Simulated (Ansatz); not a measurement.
**BSiHF (sextet): wave-function methods side by side, def2-QZVPP**

One table from this session's results is given with a row withheld; the runs are named, their logs left out.

Method: def2-QZVPP, core rule «outside noble gas», up to 7 orbitals frozen; program: Ansatz 0.2.0, Gaussian basis.

To be run: UHF; ROHF; CCSD(T) on UHF.

**What is computed**

The geometry is a PBE0/def2-TZVP stationary point (not a proven minimum) of the parent state, kept for this charge and spin.

4 atoms, charge 0, spin multiplicity 6.

Atoms are counted from 1 here; the program's logs count them from 0.

Bond lengths: B1–Si2 1.844 Å, Si2–F3 1.594 Å, Si2–H4 1.480 Å. Angles: B1–Si2–F3 125.8°, B1–Si2–H4 130.2°, F3–Si2–H4 104.0°.

Set-up of the first run:

in.yaml

```yaml
crystal:
  periodic: [false, false, false]
  atoms:
    - {symbol: B, position_ang: [0.000000, -0.501036, 1.797314]}
    - {symbol: Si, position_ang: [0.000000, 0.361580, 0.166961]}
    - {symbol: F, position_ang: [0.000000, -0.345292, -1.261620]}
    - {symbol: H, position_ang: [0.000000, 1.807190, -0.149981]}
basis:
  gaussian: {orbitals: "def2-QZVPP.json"}
magnetization: {spin_polarized: true, initial_magnetization: 5}
hamiltonian: {xc: hf}
output: {orbitals: {seedname: orbitals}}
```

Launch:

```console
$ ansatz run in.yaml --threads 1 --pin off --events-out ev --progress --plain --max-ram 2393MiB
```

Steps of the session up to this table: UHF; ROHF; CCSD(T) on UHF.

One of the session's tables, all rows but one given; the rest of the session is left out.

```
  method  from UCCSD(T) (kJ/mol)
    ROHF                       ?
     UHF                 +1170.4
    UMP2                  +110.9
   UCCSD                   +47.2
UCCSD(T)                       0
```

**Question.** Estimate the row for ROHF.

**Answer.** from UCCSD(T) (kJ/mol): +1176.5. In the column «from UCCSD(T) (kJ/mol)» it is the highest.
